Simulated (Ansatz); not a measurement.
Compare A (`OC1(F)C=C1`) with its isomer B (`C#COCF`).

Isolated molecules relaxed with PBE0-D4/def2-TZVP in Ansatz; ΔE leaves out vibrations. CBS: MP2 limit from def2 TZ/QZ plus the TZ coupled-cluster correction, frozen cores. Functionals use def2-TZVPP. B3LYP here is the variant with VWN-RPA as its local correlation; programs differ in this. One conformer a species, not always the lowest.

A:

Z-matrix (Å, degrees):
```
C
F 1 1.384
C 1 1.443 2 119.8
O 1 1.373 2 108.5 3 -146.5
C 1 1.453 2 118.4 3 62.2
H 3 1.078 1 148.0 2 -75.8
H 4 0.963 1 108.2 2 -48.1
H 5 1.079 1 149.3 2 73.0
```

B:

```xyz
8

C     2.0693    0.1780    0.2910
C     0.9922    0.3235   -0.2139
O    -0.1657    0.4893   -0.7703
C    -1.2265   -0.1634   -0.0863
F    -2.3394    0.1063   -0.7877
H     3.0330    0.0606    0.7231
H    -1.0461   -1.2424   -0.0793
H    -1.3168    0.2481    0.9233
```

Question: Which isomer does CCSD(T)/CBS put lower? Give the gap. (Best estimate.)

Answer: The calculation gave: A, by 35.1 kJ/mol.

Question: Give E(B) − E(A) in kJ/mol with BLYP-D4, CCSD(T)/def2-TZVPP, B2PLYP, ωB97M-V, B3LYP, HF/def2-TZVPP, LDA (SPW92). (Best estimate.)

Answer: The calculation gave: BLYP-D4 20.7, CCSD(T)/def2-TZVPP 28.6, B2PLYP 23.6, ωB97M-V 40.8, B3LYP 24.3, HF/def2-TZVPP 8.8, LDA (SPW92) 61.6. None reverses the order clearly.

Question: Does the order hold for the free energy at 298.15 K (harmonic terms from PBE0-D4)? (An estimate is asked.)

Answer: Ansatz gave: Yes: G(B) − G(A) = +32.8 kJ/mol, for one conformer each. Modes under 60 cm⁻¹, often nearly free rotors, make the harmonic entropy too high.

Largest T1 diagnostic: 0.013.

In def2-TZVPP, CCSD(T) changes the Hartree–Fock value by +19.9 kJ/mol (the triples alone add +1.0 kJ/mol) and MP2 by +23.6 kJ/mol. From r2SCAN to r2SCAN0 (25 % exact exchange), in def2-TZVPP and without D4, E(B) − E(A) moves by +3.9 kJ/mol.
